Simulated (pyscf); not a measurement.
Elementary routes open to Cl–InH₂ in the gas phase (singlet surface):
A. Cl–In [singlet] + hydrogen (H₂) (H–In, H–In broken; H–H formed)
B. InH [singlet] + hydrogen chloride (HCl) (Cl–In, H–In broken; Cl–H formed)

PySCF, gas phase, ωB97X-D3(BJ)/def2-SVP geometries.

Question: Rank the routes by free-energy barrier at 600 K, lowest first, for ωB97M-D3(BJ)/def2-TZVP energies (ideal gas, 1 atm, RRHO with modes under 100 cm⁻¹ raised to 100, one conformer, R ln 2 for chiral ones without a mode under 150 cm⁻¹).

Answer: B (45.2 kcal/mol), A (66.2 kcal/mol)

Route B is the fastest of these, ahead of the next by 21.0 kcal/mol. The most stable products are those of A (ΔG = -29.2 kcal/mol), whose barrier is 21.0 kcal/mol higher: the kinetic and the thermodynamic product differ. At 1200 K B is still the fastest. B: On the product side the descent ends in a complex, 5.2 kcal/mol under the separated species and 19.3 kcal/mol under the saddle at ωB97X-D3(BJ)/def2-TZVP. Only these routes are compared; each barrier is that of the saddle found, and lower ones may exist. One closed-shell reference is unstable to symmetry breaking; treat the single-reference values with care. Elements past Kr carry the def2 core potentials, without spin-orbit coupling.
